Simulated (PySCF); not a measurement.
Na(Cl) cation (ClNa), SMILES [Cl][Na] (connectivity only; charge and spin as stated), charge +1, multiplicity 2. Atoms are numbered in the order given.

```xyz
2

Na     0.0000     0.0000    -1.7041
Cl     0.0000     0.0000     1.1026
```
Charge +1, spin multiplicity 2.

Geometry: PBE-D3(BJ)/def2-TZVPD. The multiplicity is an assumed one; other spin states were not compared.

All values below come from PySCF with B3LYP/def2-TZVPD.

Mulliken values depend strongly on the basis, most of all with diffuse functions as here. Atomic charges (e):

```
atom  Mulliken  meta-Löwdin  Mulliken spin
----  --------  -----------  -------------
Na1       0.92         0.94          -0.01
Cl2       0.08         0.06           1.01
```
